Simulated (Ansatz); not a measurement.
Start from `CC(C)(O)F` and change one atom or group to get `CC(O)(O)F`.

Ansatz, PBE0-D4/def2-TZVP geometries, multiplicity 1. Each molecule was computed in one conformer, which needn't be the lowest.

```tsv
property	`CC(C)(O)F`
HOMO energy (B3LYP/def2-TZVPP) / eV	-8.55
HOMO energy (PBE0/def2-TZVPP) / eV	-8.79
HOMO energy (PBE/def2-TZVPP) / eV	-7.06
size of the dipole moment (ωB97M-V/def2-TZVPP) / D	1.92
LUMO energy (B3LYP/def2-TZVPP) / eV	0.54
HOMO–LUMO gap (B3LYP/def2-TZVPP) / eV	9.09
```

**Question.** Give the same properties after the change, and the shifts. (Best estimate.)

**Answer.** The calculation gave: 
```
                                          property  `CC(O)(O)F`  shift
               HOMO energy (B3LYP/def2-TZVPP) / eV        -8.90  -0.35
                HOMO energy (PBE0/def2-TZVPP) / eV        -9.15  -0.36
                 HOMO energy (PBE/def2-TZVPP) / eV        -7.35  -0.29
size of the dipole moment (ωB97M-V/def2-TZVPP) / D         1.42  -0.50
               LUMO energy (B3LYP/def2-TZVPP) / eV         0.47  -0.07
             HOMO–LUMO gap (B3LYP/def2-TZVPP) / eV         9.37   0.28
```

Dipoles are sizes alone; their direction can turn.

B3LYP here is the variant with VWN-RPA as its local correlation; programs differ in this.
